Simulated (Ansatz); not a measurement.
in.yaml

```yaml
crystal:
  periodic: [false, false, false]
  atoms:
    - {symbol: C, position_ang: [0.000000, 0.000000, 0.000000]}
    - {symbol: H, position_ang: [0.364650, 0.749992, 0.747980]}
    - {symbol: H, position_ang: [-0.374199, -0.745045, 0.748208]}
    - {symbol: H, position_ang: [-0.362222, 0.746225, -0.752912]}
    - {symbol: H, position_ang: [0.371770, -0.751172, -0.743276]}
basis:
  gaussian: {orbitals: STO-3G}
total_charge: 1
magnetization: {spin_polarized: false, initial_magnetization: 3}
correlation: {method: fic_mrcisd_q_relaxed, electrons: outside_noble_gas, active_space: {window: {electrons: 3, orbitals: 4}}}
```

```sh
$ ansatz run in.yaml --threads 1 --pin off --events-out ev --progress --plain --max-ram 2393MiB
```

Log:

```
114 factors; integrals over basis functions are off by at most 3.7e-5 eV
mean field evaluation 1: about -1055.8301 eV, gradient 6.4e0 eV
mean field evaluation 2: about -1055.9014 eV, gradient 6.4e0 eV
mean field evaluation 4: about -1056.4969 eV, gradient 1.1e0 eV
mean field evaluation 8: about -1056.5436 eV, gradient 3.1e-5 eV
mean field evaluation 16: about -1056.5435 eV, gradient 5.6e-2 eV
mean field evaluation 32: about -1056.5435 eV, gradient 5.6e-2 eV
mean field -1056.54359260 eV, -38.8272608770 hartree, gradient 1.1e-6 eV, S^2 3.750000; 3 other end points of the search recorded, 0 dependent functions left out
reference -1056.54359260 eV, -38.8272608770 hartree; 6, 3 occupied and 3, 6 virtual orbitals, 114 factors
state -1056.54359260 eV, -38.8272608770 hartree
contracted CI cycle   1: correlation 0.00000000 eV, 0.0000000000 hartree, residual 7.83e0 eV
contracted CI cycle   2: correlation -1.45545986 eV, -0.0534871634 hartree, residual 1.43e0 eV
contracted CI cycle   3: correlation -1.51982143 eV, -0.0558524075 hartree, residual 4.20e-1 eV
contracted CI cycle   4: correlation -1.52549203 eV, -0.0560607983 hartree, residual 2.13e-1 eV
contracted CI cycle   5: correlation -1.52701759 eV, -0.0561168615 hartree, residual 7.67e-2 eV
contracted CI cycle   6: correlation -1.52723992 eV, -0.0561250319 hartree, residual 2.68e-2 eV
contracted CI cycle   7: correlation -1.52725915 eV, -0.0561257386 hartree, residual 5.95e-3 eV
contracted CI cycle   8: correlation -1.52726015 eV, -0.0561257752 hartree, residual 1.70e-3 eV
contracted CI cycle   9: correlation -1.52726023 eV, -0.0561257784 hartree, residual 4.46e-4 eV
state -1056.54359260 eV, -38.8272608770 hartree; corrected -1058.14825605 eV, -38.8862311713 hartree
WARN: 1 active orbitals are nearly empty or full. The corrections depend on them more than the energy does, and are more stable in an active space without them
Total energy: -1058.14825605 eV, -38.8862311713 hartree
```

Ran on 1 thread of Arm Neoverse V1, shared host: 0.36 s wall, 0.14 GiB peak host memory.
